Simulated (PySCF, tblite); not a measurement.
# Complex of methanol and phosphine

A gas-phase complex of methanol and phosphine; neutral, singlet. The structure comes from a short search (6 tight-binding starts) and was relaxed by PBE0-D3(BJ)/def2-TZVPD; another way of binding may lie lower. No frequency run checks that it is a minimum.

| part | name | SMILES | atoms | charge | multiplicity |
| --- | --- | --- | --- | --- | --- |
| 1 | methanol | CO | 1–6 | 0 | 1 |
| 2 | phosphine | P | 7–10 | 0 | 1 |

```
atom  part   x (Å)   y (Å)   z (Å)
  C1     1  -0.354   0.093  -0.104
  O2     1   0.980  -0.226   0.231
  H3     1  -0.485   1.164  -0.300
  H4     1  -0.708  -0.474  -0.973
  H5     1  -0.970  -0.176   0.754
  H6     1   1.550  -0.002  -0.508
  P7     2   0.409  -2.719   3.085
  H8     2   0.002  -1.744   4.033
  H9     2   0.892  -1.753   2.165
 H10     2  -0.873  -2.778   2.478
```

```csv
contact,kind (by geometry),distance (Å),angle (°)
H9···O2,weak hydrogen bond,2.466,160
```

Interaction energies are complex less parts, with the parts frozen as they stand in it; counterpoise-corrected, in kcal/mol (PySCF). The CCSD(T) estimate is Hartree-Fock/aug-cc-pVQZ, plus the MP2 correlation part extrapolated as X⁻³ from aug-cc-pVTZ and aug-cc-pVQZ, plus CCSD(T) less MP2 in aug-cc-pVDZ; noble-gas cores are frozen. It isn't the exact limit.

| level | interaction | superposition error removed |
| --- | --- | --- |
| Hartree-Fock/aug-cc-pVQZ | 0.45 | - |
| wB97M-D3(BJ)/def2-TZVPD | -1.16 | -0.10 |
| PBE0-D3(BJ)/def2-TZVPD | -1.41 | -0.08 |
| MP2/aug-cc-pVQZ | -1.32 | -0.15 |

(1) What does CCSD(T) at its estimated basis limit give, and which of these levels comes nearest?

(2) What holds them together? Decompose the wB97M-D3(BJ)/def2-TZVPD energy: frozen parts, their antisymmetrised product, then relaxation.

The parts were also relaxed and run alone, at the levels used for the complex: shieldings by PBE0/pcSseg-2; core levels by delta-SCF with SCAN, pcX-2 on the ionised atom and pcseg-1 elsewhere, spin-free X2C (2p3/2 is the spin-free 2p value less a third of a first-order spin-orbit splitting).

(3) What does binding change?

## Answers

(1) -1.29 kcal/mol. PBE0-D3(BJ)/def2-TZVPD and MP2/aug-cc-pVQZ come equally near, within the error of the estimate; the errors are Hartree-Fock/aug-cc-pVQZ +1.74, wB97M-D3(BJ)/def2-TZVPD +0.14, PBE0-D3(BJ)/def2-TZVPD -0.11, MP2/aug-cc-pVQZ -0.02.

(2) electrostatic -1.6, Pauli repulsion +2.0, orbital relaxation -0.7, dispersion correction -0.9 kcal/mol, which sum to the value before the counterpoise correction; the Pauli term holds the exchange-correlation of the frozen density too. Of the attraction, 50 % is electrostatic, 27 % is dispersion correction, 23 % is orbital relaxation.

(3) 
| property | alone | in the complex | change |
| --- | --- | --- | --- |
| P7–H9 bond (Å) | 1.420 | 1.419 | -0.001 |
| shielding of H9 (ppm) | 29.38 | 28.36 | -1.02 |
| shielding of O2 (ppm) | 329.2 | 326.0 | -3.2 |
| shielding of P7 (ppm) | 580.8 | 586.1 | +5.3 |
| C1 1s core level (eV) | 292.41 | 292.48 | +0.07 |
| O2 1s core level (eV) | 538.99 | 539.06 | +0.07 |
| P7 2p3/2 core level (eV) | 137.07 | 136.58 | -0.49 |
